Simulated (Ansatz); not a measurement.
Rock-salt HfN, relaxed in Ansatz (plane waves) with several semilocal functionals. Each gives its own volume and its own elastic constant C11:

| level | V0 (Å³/atom) | elastic constant C11 (GPa) | ln V0 | ln C11 |
|---|---|---|---|---|
| LDA | 11.147 | 674.5 | 2.4112 | 6.5140 |
| r²SCAN+rVV10 | 11.504 | 627.4 | 2.4427 | 6.4416 |
| PBE | 11.755 | 570.0 | 2.4643 | 6.3456 |
| revPBE | 11.905 | 544.5 | 2.4770 | 6.2999 |
| RPBE | 11.963 | 535.0 | 2.4818 | 6.2823 |
| BLYP | 12.137 | 509.3 | 2.4963 | 6.2330 |

Fit a straight line to ln C11 against ln V0. What does it predict for r²SCAN, whose volume is 11.584 Å³/atom?

With x = ln V0 and y = ln C11: means 2.46222 and 6.35273; Σ(Δx Δy) = -0.01622, Σ(Δx²) = 0.004752, so the slope is -3.41. At x = 2.4496 the line gives y = 6.35273 + (-3.41) × (2.4496 − 2.46222) = 6.3958, or 599.3 GPa. The run with r²SCAN gives 608.1 GPa, +1.5 % from the line. The rows used scatter about it by up to 2.3 %, while the largest value lies 32 % above the smallest.

Measured: 679 GPa (measured, temperature not stated, not corrected to a static lattice; as tabulated in Wu et al. (2005), arXiv:cond-mat/0412374).

Ansatz's density-functional and Hartree–Fock values are scalar-relativistic unless marked +SOC, with PAW data made under PBE.

Ansatz is an electronic-structure program.
